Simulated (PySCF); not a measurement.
## Potential energy of SiP⁻ along the bond

Set-up: Si aug-cc-pV(D+d)Z, P aug-cc-pV(D+d)Z; no relativity (PySCF 2.14). Energies in eV from Si⁻ + P in their ground configurations at the same level. State: ¹Σ⁺ (singlet), closed shell.

All columns are PBE0. A positive dipole points towards P; it is taken about the centre of mass and depends on that origin.

| R (Å) | E (eV) | μ (D) | Mulliken charge on Si (basis-dependent) | HOMO (eV) | LUMO (eV) | Mayer bond order | ⟨S²⟩ |
| --- | --- | --- | --- | --- | --- | --- | --- |
| 1.732 | -3.476 | 0.18 | -0.69 | -0.88 | 3.65 | 2.72 | 0.00 |
| 1.813 | -4.343 | 0.01 | -0.60 | -1.01 | 3.61 | 2.70 | 0.00 |
| 1.893 | -4.824 | -0.16 | -0.53 | -1.11 | 3.48 | 2.69 | 0.00 |
| 1.954 | -4.996 | -0.28 | -0.48 | -1.17 | 3.38 | 2.69 | 0.00 |
| 2.014 | -5.043 | -0.40 | -0.44 | -1.13 | 3.26 | 2.69 | 0.00 |
| 2.074 | -4.995 | -0.52 | -0.41 | -1.05 | 3.14 | 2.69 | 0.00 |
| 2.155 | -4.819 | -0.68 | -0.37 | -0.96 | 2.98 | 2.71 | 0.00 |
| 2.256 | -4.476 | -0.86 | -0.33 | -0.87 | 2.77 | 2.72 | 0.00 |
| 2.377 | -3.955 | -1.07 | -0.31 | -0.78 | 2.53 | 2.75 | 0.00 |
| 2.538 | -3.178 | -1.31 | -0.30 | -0.68 | 2.22 | 2.78 | 0.00 |

A fit through these points gives, at Re = 2.011 Å, μ = -0.40 D and dμ/dR = -2.01 D/Å; the reduced mass is 14.7 u.

Problem. How strong is the fundamental in the double-harmonic approximation, I = 42.26·(dμ/dR)²/μred km/mol?

Solution. I = 42.26·(-2.01)²/14.7 = 11.6 km/mol at PBE0.

For an ion De counts to the pair picked by the measured ionisation energies or electron affinities, which need not be the lowest pair at this level.
